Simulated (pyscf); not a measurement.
**Routes from :HSi–AsH₂ [singlet] + H₂O**

Candidate steps break at most two bonds and form at most two. Each was searched with GFN2-xTB (tblite) first. Single points on ωB97X-D3(BJ)/def2-SVP structures (PySCF, gas phase). Energies: ωB97M-D3(BJ)/def2-TZVP, eV, from the separated reactants, singlet surface; ΔG‡ with ideal gas, 1 atm, RRHO with modes under 100 cm⁻¹ raised to 100, one conformer, R ln 2 for chiral ones without a mode under 150 cm⁻¹.

```json
[
 {"products": "HO–Si:–AsH₂ [singlet] + H₂", "type": "four-centre exchange", "ΔE‡": "0.28", "ΔE": "-1.18", "ΔG‡ 298 K": "0.72", "ΔG‡ 900 K": "1.70", "ν‡ (cm⁻¹)": "1441i"},
 {"products": "HO–SiH₂–AsH₂", "type": "insertion", "ΔE‡": "0.42", "ΔE": "-2.96", "ΔG‡ 298 K": "0.82", "ΔG‡ 900 K": "1.76", "ν‡ (cm⁻¹)": "1596i"},
 {"products": "HO–SiH=AsH + H₂", "type": "concerted two-bond exchange", "ΔE‡": "0.66", "ΔE": "-1.52", "ΔG‡ 298 K": "1.08", "ΔG‡ 900 K": "2.09", "ν‡ (cm⁻¹)": "829i"},
 {"products": "O=SiH–AsH₂ + H₂", "type": "concerted two-bond exchange", "ΔE‡": "2.39", "ΔE": "-0.99", "ΔG‡ 298 K": "2.66", "ΔG‡ 900 K": "3.57", "ν‡ (cm⁻¹)": "1394i"}
]
```

Row 1: On the reactant side the descent ends in an adduct with a O–Si contact, 0.74 eV under the separated species and 1.02 eV under the saddle at ωB97X-D3(BJ)/def2-TZVP. Row 2: On the reactant side the descent ends in an adduct with a O–Si contact, 0.74 eV under the separated species and 1.11 eV under the saddle at ωB97X-D3(BJ)/def2-TZVP. Row 3: On the reactant side the descent ends in an adduct with a O–Si contact, 0.74 eV under the separated species and 1.37 eV under the saddle at ωB97X-D3(BJ)/def2-TZVP. Row 4: On the reactant side the descent ends in an adduct with a O–Si contact, 0.74 eV under the separated species and 3.20 eV under the saddle at ωB97X-D3(BJ)/def2-TZVP. 

Plain bond fissions and candidates not yet searched are not listed, and one of them may be faster. Each barrier is that of the saddle found; lower ones may exist. One closed-shell reference is unstable to symmetry breaking; treat the single-reference values with care. Elements up to Kr have no core potential and no relativistic terms here.
